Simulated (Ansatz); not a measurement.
**Al₂H₂ (singlet): wave-function methods side by side at distance Al1–Al2 = 3.678 Å, cc-pVDZ**

An exercise on one series of results from a longer session: the logs are not shown, and one member is left open.

Computed with Ansatz 0.2.0, Gaussian basis. Level: cc-pVDZ, core rule «outside noble gas», up to 10 orbitals frozen.

Plan: UHF; CCSD(T) on RHF; CCSD(T) on UHF; BCCD(T) on RHF; CISD; CCSDT(Q) on RHF; CCSDT(Q) on UHF; CCSDTQ on RHF; CASSCF and MRCISD+Q, 2 electrons in 2 orbitals; CASSCF and NEVPT2, 2 electrons in 2 orbitals; CASSCF and MRCISD+Q, 8 electrons in 10 orbitals; CASSCF and NEVPT2, 8 electrons in 10 orbitals.

2 further runs of the same task are left out: 2 for a known fault of the program. Runs told in other sessions of the task aren't counted.

## The system

The geometry derives from a PBE0/def2-TZVP stationary point (not a proven minimum). One bond is set to the value named and the two fragments are kept rigid.

4 atoms, charge 0, spin multiplicity 1.

Atoms are counted from 1 here; the program's logs count them from 0.

Bond lengths: Al1–H3 1.622 Å, Al2–H4 1.622 Å.

The first run:

The input, in.yaml:

```yaml
crystal:
  periodic: [false, false, false]
  atoms:
    - {symbol: Al, position_ang: [0.000000, -0.214287, 1.826473]}
    - {symbol: Al, position_ang: [0.000000, 0.214287, -1.826473]}
    - {symbol: H, position_ang: [0.000000, 1.083115, 2.800600]}
    - {symbol: H, position_ang: [0.000000, -1.083115, -2.800600]}
basis:
  gaussian: {orbitals: cc-pVDZ}
magnetization: {spin_polarized: true, initial_magnetization: 0}
hamiltonian: {xc: hf}
output: {orbitals: {seedname: orbitals}}
```

The run is started by

```sh
ansatz run in.yaml --threads 1 --pin off --events-out ev --progress --plain --max-ram 2816MiB --backend cpu
```

Among the steps run: UHF; CCSD(T) on RHF; CCSD(T) on UHF; BCCD(T) on RHF; CISD; CCSDT(Q) on RHF; CCSDT(Q) on UHF; CCSDTQ on RHF; CASSCF and MRCISD+Q, 2 electrons in 2 orbitals; CASSCF and NEVPT2, 2 electrons in 2 orbitals; CASSCF and MRCISD+Q, 8 electrons in 10 orbitals; CASSCF and NEVPT2, 8 electrons in 10 orbitals.

One of the session's tables, all rows but one given; the rest of the session is left out.

| method | from RCCSDTQ (meV) |
| --- | --- |
| RHF | +4151.8 |
| UHF | +4083.8 |
| RMP2 | ? |
| CISD | +469.4 |
| RCCSD | +112.9 |
| RCCSD(T) | +32.5 |
| BCCD(T) | +32.3 |
| RCCSDT | +5.1 |
| RCCSDT(Q) | +1.1 |
| RCCSDTQ | 0 |
| CASSCF pair | +3703.3 |
| NEVPT2 pair | +1205.5 |
| MRCISD pair | +387.2 |
| MRCISD+Q pair | -6.9 |
| CASSCF valence | +1804.6 |
| NEVPT2 valence | +694.7 |
| MRCISD valence | +119.8 |
| MRCISD+Q valence | +39.9 |

Q: Estimate the row for RMP2 from the others.

The run gave: from RCCSDTQ (meV): +1245.8. In the column «from RCCSDTQ (meV)» it lies between NEVPT2 pair (+1205.5) and CASSCF valence (+1804.6).
